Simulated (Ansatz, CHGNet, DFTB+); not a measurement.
How well does each level of theory give the equilibrium lattice constant a of bcc Rb?

Reference value: 5.576 Å (measured, low-temperature or extrapolated to 0 K; zero-point anharmonic expansion removed; as tabulated in Csonka et al. (2009), arXiv:0903.4037).

```tsv
level (code)	value (Å)	error (%)
GFN1-xTB (DFTB+)	5.998	+7.57
CHGNet 0.3.0 (CHGNet)	5.486	-1.61
PBE (Ansatz)	5.670	+1.69
r²SCAN+rVV10 (Ansatz)	5.683	+1.92
HSE06 (Ansatz)	5.728	+2.73
```

Nearest, and too close to rank with a margin of 0.10 % (twice that across the reference) picked here for doubts on the reference and the settings: CHGNet 0.3.0 (-1.61 %), PBE (+1.69 %). GFN1-xTB (+7.57 %) misses by most. Every level misses the reference by more than 1 %.

GFN1-xTB: the method was fitted mainly to molecules. Cutoffs and k meshes differ between the levels. Ansatz's density-functional and Hartree–Fock values are scalar-relativistic unless marked +SOC, with PAW data made under PBE.

Machine-learned potentials (CHGNet 0.3.0) are trained on DFT data, which may include these solids.

Differences are worked out from the printed values.

Ansatz is a program for electronic structure.
